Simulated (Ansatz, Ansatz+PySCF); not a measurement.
```xyz
2

N     0.0000    0.0000   -0.1413
H     0.0000    0.0000    0.9892
```

UHF on triplet NH was run in several spherical basis sets with Ansatz (development build ahead of 0.2.0).

Question: Rank the basis sets by the total energy that they give, lowest first, with the distance from the lowest.
A. def2-SVP
B. def2-TZVP
C. cc-pVTZ
D. cc-pVDZ
E. 6-31G(d)

Answer: B (0.00 eV), C (0.05 eV), D (0.42 eV), E (0.66 eV), A (1.84 eV).

Totals follow the description of the cores as much as that of the bonds, so this order isn't one of quality for chemistry.
